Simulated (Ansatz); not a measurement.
Reading a saddle point

A first-order saddle point of CH₆AlN, singlet, PBE0-D4/def2-TZVP, with one imaginary mode of 385i cm⁻¹:

| atom | x (Å) | y (Å) | z (Å) |
| --- | --- | --- | --- |
| Al1 | -0.9875 | -0.0185 | -0.6936 |
| H2 | -0.6107 | -1.3439 | 0.2484 |
| H3 | -0.8217 | -0.2940 | -2.2449 |
| H4 | -2.1374 | 0.8010 | 0.0353 |
| N5 | 0.6233 | 0.9416 | 0.0559 |
| C6 | 1.0146 | -0.2285 | 0.4821 |
| H7 | 0.3328 | 1.5486 | 0.8176 |
| H8 | 1.1388 | -0.4849 | 1.5343 |
| H9 | 1.4478 | -0.9213 | -0.2351 |

Program: Ansatz 0.2.0. Basis: def2-TZVPP and def2-QZVPP. Cores are frozen in the correlated methods. Extrapolation: Hartree–Fock as exp(−7.88 √X), correlation as X^−2.97.

Task: Which contacts change along the imaginary mode, and what lies on either side? (A judgement: the text doesn't fix the answer.)

Result: Computed: The step is CH₃N ([CH2][NH]) + AlH₃ → CH₆AlN ([CH3][NH][AlH2]), with the molecules in contact on both sides. Shortening one way: Al1–N5, H2–C6; lengthening the same way: Al1–H2.
```
  pair  one side (Å)  saddle (Å)  other side (Å)
Al1–N5          2.02        2.02            1.77
 H2–C6          3.02        1.98            1.09
Al1–H2          1.61        1.67            2.94
```

Task: Which side is lower, and how far does the saddle lie above each? (To be estimated.)

Result: Computed: The side with Al1–N5, H2–C6 short is lower by 23.22 kcal/mol; the saddle lies 43.28 kcal/mol above it and 20.07 kcal/mol above the other (CCSD(T) at an estimated basis limit (MP2 extrapolated from triple and quadruple zeta, plus CCSD(T) − MP2 in triple zeta); electronic energies).

No T1 diagnostic of these runs exceeds 0.018.

Labels in which every atom is bracketed show which atoms are joined, not bond orders.

For scale, one of the runs: CCSD(T)/def2-TZVPP, 188 basis functions, launched by `ansatz run in.yaml --threads 2 --pin off --events-out ev --progress --plain --max-ram 4352MiB`. Hardware: 2 CPU threads of an Intel Xeon 6975P-C, shared host. Wall time 14 s; peak host memory 2 GiB.
